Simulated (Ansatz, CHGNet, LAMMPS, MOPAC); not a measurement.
Ladder of methods for the lattice parameter c of corundum (α-Al2O3)

Reference value: 12.991 Å (measured, temperature not stated, not corrected to a static lattice; as tabulated in Lallet et al. (2009), arXiv:0801.3594).

```tsv
level (code)	value (Å)
ionic model lewis1985c (shell model, LAMMPS)	12.679
MNDO semi-empirical Hartree-Fock (MOPAC)	13.254
CHGNet 0.3.0	13.117
LDA (Ansatz)	(withheld)
PBE (Ansatz)	13.123
r²SCAN (Ansatz)	12.995
HSE06 (Ansatz)	12.979
```

Q: Complete the blanks.

A: 
- LDA (Ansatz, a quantum-chemistry and plane-wave program), value (Å): 12.891

Differences against the reference: ionic model lewis1985c -2.40 %, MNDO semi-empirical Hartree-Fock (MOPAC) +2.02 %, CHGNet 0.3.0 +0.97 %, LDA -0.77 %, PBE +1.02 %, r²SCAN +0.03 %, HSE06 -0.09 %.

The reference's temperature isn't stated, so close values are not ranked against it. Off by more than 1.75 %, or 2.45 % on the side where a correction would as a rule narrow the miss (bounds picked here): MNDO semi-empirical Hartree-Fock (MOPAC) (+2.02 %).

The reference isn't brought to a static lattice, while the calculations are for one, so the differences are not the levels' errors alone.  MNDO semi-empirical Hartree-Fock (MOPAC): the method was fitted mainly to molecules. MNDO semi-empirical Hartree-Fock (MOPAC): the run uses a supercell at the zone centre in place of a k mesh. Cutoffs and k meshes differ between the levels. Ansatz's density-functional and Hartree–Fock values are scalar-relativistic unless marked +SOC, with PAW data made under PBE.

Empirical potentials (ionic model lewis1985c) are fitted to chosen data: where that held the value shown, agreement is built in, and what lay outside the fit can be far off. Machine-learned potentials (CHGNet 0.3.0) are trained on DFT data: a solid inside that data is no test of them.

Differences are worked out from the printed values.
